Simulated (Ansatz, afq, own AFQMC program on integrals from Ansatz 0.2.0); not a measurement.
**N₂H (doublet): AFQMC on the coupled-cluster ladder at distance N1–N2 = 1.824 Å, cc-pVDZ**

How near does AFQMC come to the top of the ladder for N₂H (doublet)?

Computed with Ansatz 0.2.0, Gaussian basis, and an in-house AFQMC program (afq) on its integrals; all values are calculated. Level: cc-pVDZ, frozen cores.

The runs, in order: PBE (unrestricted); r2SCAN (unrestricted); PBE0 (unrestricted); B3LYP (unrestricted); wB97M-V (unrestricted); B2PLYP (unrestricted); CCSD(T) on UHF; CCSDT(Q) on UHF; Phaseless AFQMC, CISD trial on UHF.

4 further runs of the same task are left out: 1 for a known fault of the program, 3 that didn't finish.

### Step 1. The system

The geometry derives from a PBE0/def2-TZVP stationary point (not a proven minimum). One bond is set to the value named and the two fragments are kept rigid.

3 atoms, charge 0, spin multiplicity 2.

Atoms are counted from 1 here; the program's logs count them from 0.

Bond lengths: N1–H3 1.057 Å.

### Step 2. PBE (unrestricted)

Contents of in.yaml:

```yaml
crystal:
  periodic: [false, false, false]
  atoms:
    - {symbol: N, position_ang: [0.000000, -0.185951, 0.843750]}
    - {symbol: N, position_ang: [0.000000, 0.139230, -0.951030]}
    - {symbol: H, position_ang: [0.000000, 0.649256, 1.490795]}
basis:
  gaussian: {orbitals: cc-pVDZ}
magnetization: {spin_polarized: true, initial_magnetization: 1}
hamiltonian: {xc: {name: PBE}}
output: {orbitals: {seedname: orbitals}}
```

Run with:

```console
$ ansatz run in.yaml --threads 1 --pin off --events-out ev --progress --plain --max-ram 1382MiB
```

The program printed:

```text
Functional definition: PBE
  name "PBE"
  cite "Perdew, Burke & Ernzerhof, Phys. Rev. Lett. 77, 3865 (1996) doi:10.1103/PhysRevLett.77.3865"
  parent pbe
  parameter kappa = 0.804
  parameter beta = 0.06672455060314922
  exchange = pbe_x(kappa = kappa, mu = beta*pi^2/3)
  correlation = pbe_c(beta = beta)
323 factors; integrals over basis functions are off by at most 8.1e-4 eV
mean field evaluation 1: about -2978.5895 eV, gradient 4.1e1 eV
mean field evaluation 2: about -2872.7912 eV, gradient 1.2e2 eV
mean field evaluation 4: about -2985.0532 eV, gradient 1.4e1 eV
mean field evaluation 8: about -2986.1249 eV, gradient 3.2e0 eV
mean field evaluation 16: about -2986.1834 eV, gradient 6.7e-4 eV
mean field evaluation 32: about -2986.1834 eV, gradient 2.9e-3 eV
mean field -2986.18337801 eV, -109.7402150341 hartree, gradient 7.4e-5 eV, S^2 1.455303; 2 other end points of the search recorded, 0 dependent functions left out
reference -2986.18339284 eV, -109.7402155790 hartree; 8, 7 occupied and 25, 26 virtual orbitals, 323 factors
Total energy: -2986.18339284 eV, -109.7402155790 hartree
```

Wall time 0.9 s (1 thread of AMD EPYC 7R43 (Zen 3), shared host).

From the report: ⟨S²⟩ of the determinant 1.455 (pure doublet: 0.75). The determinant is far from a pure spin state, so its energy mixes those of several spin states (harmless only where they are near-degenerate, as at dissociation).

### Step 3. r2SCAN (unrestricted)

in.yaml: that of step 2 with these lines changed.

```diff
@@ -9,3 +9,2 @@
 magnetization: {spin_polarized: true, initial_magnetization: 1}
-hamiltonian: {xc: {name: PBE}}
-output: {orbitals: {seedname: orbitals}}
+hamiltonian: {xc: {name: r2SCAN}}
```

The command is unchanged.

The program printed, cut to the lines that bear on the results:

```text
Functional definition: r2SCAN
  name "r2SCAN"
  cite "Furness, Kaplan, Ning, Perdew & Sun, J. Phys. Chem. Lett. 11, 8208 (2020) doi:10.1021/acs.jpclett.0c02405"
  cite "Furness, Kaplan, Ning, Perdew & Sun, J. Phys. Chem. Lett. 11, 9248 (2020) doi:10.1021/acs.jpclett.0c03077"
  parent r2scan
[...]
323 factors; integrals over basis functions are off by at most 8.1e-4 eV
[...]
mean field -2988.14631844 eV, -109.8123517643 hartree, gradient 2.7e-5 eV, S^2 1.669644; 4 other end points of the search recorded, 0 dependent functions left out
reference -2988.14632285 eV, -109.8123519263 hartree; 8, 7 occupied and 25, 26 virtual orbitals, 323 factors
Total energy: -2988.14632285 eV, -109.8123519263 hartree
```

Wall time 2.5 s (1 thread of AMD EPYC 7R43 (Zen 3), shared host).

From the report: ⟨S²⟩ of the determinant 1.670 (pure doublet: 0.75). The determinant is far from a pure spin state, so its energy mixes those of several spin states (harmless only where they are near-degenerate, as at dissociation).

### Step 4. PBE0 (unrestricted)

in.yaml: that of step 3 with these lines changed.

```diff
@@ -9,2 +9,3 @@
 magnetization: {spin_polarized: true, initial_magnetization: 1}
-hamiltonian: {xc: {name: r2SCAN}}
+hamiltonian: {xc: {name: PBE0}}
+output: {orbitals: {seedname: orbitals}}
```

Same command.

The program printed, cut to the lines that bear on the results:

```text
Functional definition: PBE0
  name "PBE0"
  cite "Adamo & Barone, J. Chem. Phys. 110, 6158 (1999) doi:10.1063/1.478522"
  cite "Perdew, Burke & Ernzerhof, Phys. Rev. Lett. 77, 3865 (1996) doi:10.1103/PhysRevLett.77.3865"
  parent pbe
[...]
323 factors; integrals over basis functions are off by at most 8.1e-4 eV
[...]
mean field -2986.07485370 eV, -109.7362268391 hartree, gradient 1.1e-5 eV, S^2 1.717116; 4 other end points of the search recorded, 0 dependent functions left out
reference -2986.07486459 eV, -109.7362272393 hartree; 8, 7 occupied and 25, 26 virtual orbitals, 323 factors
Total energy: -2986.07486459 eV, -109.7362272393 hartree
```

It took 1.2 s on 1 thread of AMD EPYC 7R43 (Zen 3), shared host.

From the report: ⟨S²⟩ of the determinant 1.717 (pure doublet: 0.75). The determinant is far from a pure spin state, so its energy mixes those of several spin states (harmless only where they are near-degenerate, as at dissociation).

### Step 5. B3LYP (unrestricted)

in.yaml: that of step 4 with these lines changed.

```diff
@@ -9,3 +9,2 @@
 magnetization: {spin_polarized: true, initial_magnetization: 1}
-hamiltonian: {xc: {name: PBE0}}
-output: {orbitals: {seedname: orbitals}}
+hamiltonian: {xc: {name: B3LYP}}
```

The command is unchanged.

The program printed, cut to the lines that bear on the results:

```text
Functional definition: B3LYP
  name "B3LYP"
  cite "Stephens, Devlin, Chabalowski & Frisch, J. Phys. Chem. 98, 11623 (1994) doi:10.1021/j100096a001"
  cite "Becke, Phys. Rev. A 38, 3098 (1988) doi:10.1103/PhysRevA.38.3098"
  cite "Lee, Yang & Parr, Phys. Rev. B 37, 785 (1988) doi:10.1103/PhysRevB.37.785"
  cite "Vosko, Wilk & Nusair, Can. J. Phys. 58, 1200 (1980) doi:10.1139/p80-159"
[...]
323 factors; integrals over basis functions are off by at most 8.1e-4 eV
[...]
mean field -2989.56272431 eV, -109.8644037200 hartree, gradient 1.9e-5 eV, S^2 1.646145; 4 other end points of the search recorded, 0 dependent functions left out
reference -2989.56284663 eV, -109.8644082152 hartree; 8, 7 occupied and 25, 26 virtual orbitals, 323 factors
Total energy: -2989.56284663 eV, -109.8644082152 hartree
```

Wall time 1.3 s (1 thread of AMD EPYC 7R43 (Zen 3), shared host).

From the report: ⟨S²⟩ of the determinant 1.646 (pure doublet: 0.75). The determinant is far from a pure spin state, so its energy mixes those of several spin states (harmless only where they are near-degenerate, as at dissociation).

### Step 6. wB97M-V (unrestricted)

in.yaml: that of step 5 with these lines changed.

```diff
@@ -9,2 +9,3 @@
 magnetization: {spin_polarized: true, initial_magnetization: 1}
-hamiltonian: {xc: {name: B3LYP}}
+hamiltonian: {xc: {name: wB97M-V}}
+output: {orbitals: {seedname: orbitals}}
```

The command is unchanged.

The program printed, cut to the lines that bear on the results:

```text
Functional definition: wB97M-V
  name "wB97M-V"
  cite "Mardirossian & Head-Gordon, J. Chem. Phys. 144, 214110 (2016) doi:10.1063/1.4952647"
  cite "Becke, J. Chem. Phys. 107, 8554 (1997) doi:10.1063/1.475007"
  cite "Vydrov & Van Voorhis, J. Chem. Phys. 133, 244103 (2010) doi:10.1063/1.3521275"
  # Of w^i u^j: cxij and so on, Table III.
[...]
  gx(w, u) = 1 - cx + cx01*u + cx10*w
  gss(w, u) = css00 + css04*u^4 + css10*w + css20*w^2 + css43*w^4*u^3
  gos(w, u) = cos00 + cos10*w + (cos20 + cos21*u)*w^2 + (cos60 + cos61*u)*w^6
[...]
      + integral(e_c_pw_mod_opposite_spin*gos(b97_w_opposite, b97_u_opposite)) + vv10(b, c)
323 factors; integrals over basis functions are off by at most 8.1e-4 eV
80 factors; integrals over basis functions are off by at most 1.2e-5 eV
[...]
mean field -2988.36875040 eV, -109.8205259882 hartree, gradient 1.9e-5 eV, S^2 1.747073; 2 other end points of the search recorded, 0 dependent functions left out
reference -2988.36876829 eV, -109.8205266454 hartree; 8, 7 occupied and 25, 26 virtual orbitals, 323 factors
Total energy: -2988.36876829 eV, -109.8205266454 hartree
```

Wall time 3.6 s (1 thread of AMD EPYC 7R43 (Zen 3), shared host).

From the report: ⟨S²⟩ of the determinant 1.747 (pure doublet: 0.75). The determinant is far from a pure spin state, so its energy mixes those of several spin states (harmless only where they are near-degenerate, as at dissociation).

### Step 7. B2PLYP (unrestricted)

in.yaml: that of step 6 with these lines changed.

```diff
@@ -9,3 +9,3 @@
 magnetization: {spin_polarized: true, initial_magnetization: 1}
-hamiltonian: {xc: {name: wB97M-V}}
-output: {orbitals: {seedname: orbitals}}
+hamiltonian: {xc: {name: B2PLYP}}
+correlation: {electrons: outside_noble_gas}
```

Launched as before.

The program printed, cut to the lines that bear on the results:

```text
Functional definition: B2PLYP
  name "B2PLYP"
  cite "Grimme, J. Chem. Phys. 124, 034108 (2006) doi:10.1063/1.2148954"
  cite "Becke, Phys. Rev. A 38, 3098 (1988) doi:10.1103/PhysRevA.38.3098"
  cite "Lee, Yang & Parr, Phys. Rev. B 37, 785 (1988) doi:10.1103/PhysRevB.37.785"
[...]
323 factors; integrals over basis functions are off by at most 8.1e-4 eV
[...]
mean field -2984.56256338 eV, -109.6806511951 hartree, gradient 7.1e-6 eV, S^2 1.968328; 6 other end points of the search recorded, 0 dependent functions left out
2 core orbitals not correlated: weight in the atoms' cores, before any rotation towards them, 1.000 or more for the frozen orbitals, at most 0.000 for the correlated occupied ones
reference -2984.56264130 eV, -109.6806540585 hartree; 6, 5 occupied and 25, 26 virtual orbitals, 323 factors
second order -7.61855476 eV of doubles, -0.00000000 eV of singles
Total energy: -2986.61965109 eV, -109.7562477739 hartree
```

Run time: 2.6 s. Hardware: 1 thread of AMD EPYC 7R43 (Zen 3), shared host.

From the report: ⟨S²⟩ of the determinant 1.968 (pure doublet: 0.75). The determinant is far from a pure spin state, so its energy mixes those of several spin states (harmless only where they are near-degenerate, as at dissociation).

### Step 8. CCSD(T) on UHF

in.yaml: that of step 7 with these lines changed.

```diff
@@ -9,3 +9,2 @@
 magnetization: {spin_polarized: true, initial_magnetization: 1}
-hamiltonian: {xc: {name: B2PLYP}}
-correlation: {electrons: outside_noble_gas}
+correlation: {method: ccsd_t, electrons: outside_noble_gas, hamiltonian_folder: ham}
```

Launched as before.

The program printed, cut to the lines that bear on the results:

```text
Functional definition: HF
  name "HF"
  cite "Fock, Z. Phys. 61, 126 (1930) doi:10.1007/BF01340294"
  parent pbe
[...]
323 factors; integrals over basis functions are off by at most 8.1e-4 eV
[...]
mean field -2975.19953085 eV, -109.3365660961 hartree, gradient 2.4e-6 eV, S^2 2.304862; 21 other end points of the search recorded, 0 dependent functions left out
determinant -2975.19953085 eV, -109.3365660961 hartree, with singles and doubles -2982.06695998 eV, -109.5889394615 hartree
determinant -2973.89649216 eV, -109.2886803075 hartree, with singles and doubles -2981.27892579 eV, -109.5599797393 hartree
determinant -2973.52742468 eV, -109.2751173277 hartree, with singles and doubles -2980.74561582 eV, -109.5403809596 hartree
determinant -2973.29486421 eV, -109.2665708879 hartree, with singles and doubles -2981.24383397 eV, -109.5586901388 hartree
[...]
determinant -2971.61645554 eV, -109.2048905072 hartree, with singles and doubles -2979.65437812 eV, -109.5002787136 hartree
determinant -2970.33759274 eV, -109.1578931661 hartree, with singles and doubles -2981.38757049 eV, -109.5639723585 hartree
2 core orbitals not correlated: weight in the atoms' cores, before any rotation towards them, 1.000 or more for the frozen orbitals, at most 0.000 for the correlated occupied ones
reference -2975.19953085 eV, -109.3365660961 hartree; 6, 5 occupied and 25, 26 virtual orbitals, 323 factors
second order -5.46781604 eV of doubles, -0.00000000 eV of singles
cycle   1  -6.87194152 eV  change   -4.5e-3 eV  update   7.0e-3
[...]
cycle  14  -6.91995479 eV  change    8.1e-6 eV  update   4.9e-6
perturbative correction -0.25297190 eV, -0.0092965459 hartree
WARN: the results are in doubt because among natural orbitals full CI differs from the method by -0.083 eV
Total energy: -2982.37245754 eV, -109.6001662901 hartree
In doubt: among natural orbitals full CI differs from the method by -0.083 eV
```

Wall time 4.3 s (1 thread of AMD EPYC 7R43 (Zen 3), shared host).

From the report: ⟨S²⟩ of the determinant 2.305 (pure doublet: 0.75); correlation -7.1729 eV; T1 0.061; largest double amplitude 0.10. The determinant is far from a pure spin state, so its energy mixes those of several spin states (harmless only where they are near-degenerate, as at dissociation). Mind the lines of doubt at the end of the log.

This run also writes the integrals to the folder ham.

### Step 9. CCSDT(Q) on UHF

in.yaml: that of step 8 with these lines changed.

```diff
@@ -9,2 +9,2 @@
 magnetization: {spin_polarized: true, initial_magnetization: 1}
-correlation: {method: ccsd_t, electrons: outside_noble_gas, hamiltonian_folder: ham}
+correlation: {method: ccsdt_q, electrons: outside_noble_gas}
```

Launched as before.

The program printed, cut to the lines that bear on the results:

```text
Functional definition: HF
  name "HF"
  cite "Fock, Z. Phys. 61, 126 (1930) doi:10.1007/BF01340294"
  parent pbe
[...]
589 factors; integrals over basis functions are off by at most 1.1e-7 eV
[...]
mean field -2975.19954875 eV, -109.3365667537 hartree, gradient 2.4e-6 eV, S^2 2.304863; 21 other end points of the search recorded, 0 dependent functions left out
determinant -2975.19954875 eV, -109.3365667537 hartree, with singles and doubles -2982.06697008 eV, -109.5889398328 hartree
determinant -2973.89651576 eV, -109.2886811749 hartree, with singles and doubles -2981.27894161 eV, -109.5599803208 hartree
determinant -2973.52745005 eV, -109.2751182600 hartree, with singles and doubles -2980.74563477 eV, -109.5403816560 hartree
determinant -2973.29488898 eV, -109.2665717983 hartree, with singles and doubles -2981.24384883 eV, -109.5586906847 hartree
[...]
determinant -2971.71032778 eV, -109.2083402481 hartree, with singles and doubles -2978.16758909 eV, -109.4456402245 hartree
determinant -2971.61648460 eV, -109.2048915750 hartree, with singles and doubles -2979.65439492 eV, -109.5002793312 hartree
determinant -2970.33760849 eV, -109.1578937449 hartree, with singles and doubles -2981.38757830 eV, -109.5639726454 hartree
2 core orbitals not correlated: weight in the atoms' cores, before any rotation towards them, 1.000 or more for the frozen orbitals, at most 0.000 for the correlated occupied ones
reference -2975.19954875 eV, -109.3365667537 hartree; 6, 5 occupied and 25, 26 virtual orbitals, 589 factors
second order -5.46781657 eV of doubles, -0.00000000 eV of singles
cycle   1  -6.18809475 eV  change   -7.2e-1 eV  update   8.1e-2
[...]
cycle  54  -7.35249899 eV  change   -9.5e-8 eV  update   9.4e-8
perturbative correction -0.05644375 eV, -0.0020742694 hartree
Total energy: -2982.60849149 eV, -109.6088403775 hartree
```

Wall time 23 s (1 thread of AMD EPYC 7R43 (Zen 3), shared host); peak memory 0.26 GiB.

From the report: ⟨S²⟩ of the determinant 2.305 (pure doublet: 0.75); correlation -7.4089 eV; T1 0.085; largest double amplitude 0.30. The determinant is far from a pure spin state, so its energy mixes those of several spin states (harmless only where they are near-degenerate, as at dissociation).

### Step 10. Phaseless AFQMC, CISD trial on UHF

It reads the integrals that the CCSD(T) run on this determinant wrote.

Run with:

```console
$ afq ham --method phaseless --trial cisd --walkers 60 --populations 1 --least-time 40 --time-step 0.005 --steps-per-block 50 --equilibration-blocks 40 --max-blocks 300 --target-error 0.0008 --factor-cut 1e-05 --start spin_pure --seed 6637 --release-times 0.24,0.51,0.99,1.62,2.4 --release-step 0.03 --release-every 4 --taylor-order 6
```

The program printed:

```text
orbitals 31  electrons 6 5  factors 219 of 323
reference energy -109.33656610 Eh
CCSD correlation -0.25430305 Eh in 21 cycles, weight of the determinant in the CISD state 0.7965
energy of the start -109.526523 Eh
 block  time / (1/Eh)  mean weight  energy / Eh
     1     0.250  1.0000  -109.565900
     2     0.500  1.0013  -109.588461
     3     0.750  0.9989  -109.597474
     4     1.000  0.9993  -109.601859
     5     1.250  1.0005  -109.607248
     6     1.500  0.9964  -109.610644
     7     1.750  0.9999  -109.607592
     8     2.000  1.0006  -109.601744
     9     2.250  0.9999  -109.617387
    10     2.500  0.9992  -109.618532
    17     4.250  0.9994  -109.604495
    25     6.250  0.9969  -109.612482
    33     8.250  0.9960  -109.597985
    41    10.250  0.9985  -109.604454
    49    12.250  1.0005  -109.610899
    57    14.250  0.9998  -109.604202
    65    16.250  0.9979  -109.607313
    73    18.250  1.0029  -109.632301
    81    20.250  1.0014  -109.616613
    89    22.250  1.0016  -109.604594
    97    24.250  1.0023  -109.607580
   105    26.250  0.9973  -109.619022
   113    28.250  0.9994  -109.608264
   121    30.250  1.0009  -109.596762
   129    32.250  0.9997  -109.609433
   137    34.250  1.0008  -109.610898
   145    36.250  0.9983  -109.617393
   153    38.250  1.0004  -109.627519
   161    40.250  0.9982  -109.617217
   169    42.250  0.9948  -109.614296
   177    44.250  0.9983  -109.603131
   185    46.250  0.9994  -109.598043
   193    48.250  0.9985  -109.600796
   201    50.250  0.9992  -109.615577
   209    52.250  1.0006  -109.617607
   217    54.250  0.9985  -109.620252
   225    56.250  0.9992  -109.600731
   233    58.250  1.0007  -109.618317
   241    60.250  1.0012  -109.599743
   249    62.250  1.0002  -109.602011
   257    64.250  1.0058  -109.608472
   265    66.250  1.0019  -109.607109
   273    68.250  1.0008  -109.609449
   281    70.250  0.9996  -109.599534
   289    72.250  0.9969  -109.625559
   297    74.250  0.9987  -109.624895
   305    76.250  1.0003  -109.600075
   313    78.250  0.9991  -109.607495
   321    80.250  1.0004  -109.619590
   329    82.250  1.0003  -109.625640
   337    84.250  0.9965  -109.636931
blocks merged  error / Eh  count
     1  0.000567  300
     2  0.000698  150
     4  0.000800  75
     8  0.000884  37
    16  0.000978  18
    32  0.000693  9
released: time / (1/Eh)  energy / Eh  error  mean overlap
  0.24  -109.612561  0.001116  0.9957
  0.51  -109.612337  0.001199  0.9990
  0.99  -109.610909  0.001326  1.0065
  1.62  -109.612110  0.001480  1.0223
  2.40  -109.615888  0.002325  0.9655
energy -109.611182 +/- 0.000978 Eh
```

It took 4.1 min on 1 thread of AMD EPYC 7R43 (Zen 3), shared host.

Energy -2982.6722 ± 0.0266 eV. Caveats: constraint bias not in the error; large difference.

### Step 11. All levels side by side

On the UHF determinant, counted from CCSDT(Q) (a yardstick, not exact):

| level | energy (eV) | from CCSDT(Q) (meV) | statistical error (meV) | time |
| --- | --- | --- | --- | --- |
| HF | -2975.1995 | +7409.0 |  |  |
| MP2 | -2980.6673 | +1941.1 |  |  |
| CCSD | -2982.1195 | +489.0 |  |  |
| CCSD(T) | -2982.3725 | +236.0 |  |  |
| CCSDT(Q) | -2982.6085 | 0.0 |  |  |
| Phaseless AFQMC, CISD trial, step 0.005, 60 walkers | -2982.6722 | -63.7 | 26.6 | 4.1 min |

The functionals' totals stand on their own zeros and serve differences with other points: PBE -2986.183 eV; r2SCAN -2988.146 eV; PBE0 -2986.075 eV; B3LYP -2989.563 eV; wB97M-V -2988.369 eV; B2PLYP -2986.620 eV.

### Step 12. Outcome

```
                                        quantity             value
                    CCSD(T) on UHF from CCSDT(Q)        +236.0 meV
Phaseless AFQMC, CISD trial on UHF from CCSDT(Q)  -63.7 ± 26.6 meV
```

What this shows: On UHF the phaseless walk with the CISD trial lies -63.7 meV from CCSDT(Q), within three error bars. Error bars are statistical and leave out the constraint, the time step and what remains of the start.
